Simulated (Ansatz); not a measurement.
**How far each method lies from full CI for BO, quartet**

Geometry: a point of a stretch scan, not a stationary point.

```xyz
2

B     0.0000    0.0000    0.0000
O     0.0000    0.0000    3.8530
```

Basis 6-31G; Ansatz 0.2.0. Only valence electrons are correlated (noble-gas cores frozen), which leaves 9 electrons in 16 orbitals. R marks a restricted (for open shells ROHF) determinant, U an unrestricted one. Active spaces: pair = (5e, 5o) about the gap; valence = (9e, 8o) chosen from the atoms' valence shells.

Full CI is exact within this basis and frozen core; it isn't the basis-set limit. The frozen core follows each run's orbitals, which can shift R against U totals by a few meV.

For open shells CISD and CISDTQ are restricted-active-space CI with the open shells as a complete middle space.

* UHF ⟨S²⟩: 3.754
* T1 diagnostic (RCCSD): 0.0100
* largest doubles amplitude (RCCSD): 0.151
* T1 diagnostic (UCCSD): 0.0050

```json
{"level": "RHF", "E − E(full CI) (meV)": "2808", "share of correlation (%)": "0.00", "wall time": "–"}
{"level": "UHF", "E − E(full CI) (meV)": "2746", "share of correlation (%)": "2.19", "wall time": "–"}
{"level": "RMP2", "E − E(full CI) (meV)": "786", "share of correlation (%)": "72.01", "wall time": "–"}
{"level": "UMP2", "E − E(full CI) (meV)": "765", "share of correlation (%)": "72.75", "wall time": "–"}
{"level": "CISD", "E − E(full CI) (meV)": "156", "share of correlation (%)": "94.44", "wall time": "0.79 s"}
{"level": "RCCSD", "E − E(full CI) (meV)": "29", "share of correlation (%)": "98.97", "wall time": "–"}
{"level": "UCCSD", "E − E(full CI) (meV)": "28", "share of correlation (%)": "99.01", "wall time": "–"}
{"level": "RCCSD(T)", "E − E(full CI) (meV)": "10", "share of correlation (%)": "99.64", "wall time": "1.1 s"}
{"level": "UCCSD(T)", "E − E(full CI) (meV)": "9", "share of correlation (%)": "99.68", "wall time": "1.4 s"}
{"level": "BCCD(T)", "E − E(full CI) (meV)": "10", "share of correlation (%)": "99.64", "wall time": "1.2 s"}
{"level": "RCCSDT", "E − E(full CI) (meV)": "3", "share of correlation (%)": "99.90", "wall time": "–"}
{"level": "UCCSDT", "E − E(full CI) (meV)": "2", "share of correlation (%)": "99.94", "wall time": "–"}
{"level": "CISDTQ", "E − E(full CI) (meV)": "6", "share of correlation (%)": "99.79", "wall time": "8.5 s"}
{"level": "RCCSDT(Q)", "E − E(full CI) (meV)": "2", "share of correlation (%)": "99.94", "wall time": "3.4 s"}
{"level": "UCCSDT(Q)", "E − E(full CI) (meV)": "1", "share of correlation (%)": "99.98", "wall time": "6 s"}
{"level": "RCCSDTQ", "E − E(full CI) (meV)": "0", "share of correlation (%)": "100.00", "wall time": "80 s"}
{"level": "UCCSDTQ", "E − E(full CI) (meV)": "-1", "share of correlation (%)": "100.04", "wall time": "85 s"}
{"level": "CASSCF (pair space)", "E − E(full CI) (meV)": "2305", "share of correlation (%)": "17.91", "wall time": "–"}
{"level": "NEVPT2 (pair space)", "E − E(full CI) (meV)": "651", "share of correlation (%)": "76.82", "wall time": "0.82 s"}
{"level": "MRCISD (pair space)", "E − E(full CI) (meV)": "105", "share of correlation (%)": "96.25", "wall time": "–"}
{"level": "MRCISD+Q (pair space)", "E − E(full CI) (meV)": "2", "share of correlation (%)": "99.92", "wall time": "1.1 s"}
```

The correlation energy at full CI, counted from RHF, is -2.808 eV. That run took 33 s on 1 thread of Arm Neoverse V2, shared host over 1,121,120 determinants.

Run but not shown, since their state, orbitals or frozen core can't be matched to the reference's or they repeat it: CASSCF (valence space), NEVPT2 (valence space), MRCISD (valence space), MRCISD+Q (valence space), MRCISD+Q(relaxed) (valence space).

Times hold each run's SCF and search for its determinant on a shared host, so for small cases they say little of a method's own cost; they ran on 1 thread of Arm Neoverse V2.

The full-CI state has the irrep B2 of C2v, in the program's axes (one component, if the state is degenerate).

Natural occupations of full CI about the gap: 1.989 1.886 1.851 1.127 0.995 0.870 0.178 0.053 0.015 0.010; effectively unpaired electrons, Σ n²(2−n)², 3.18.
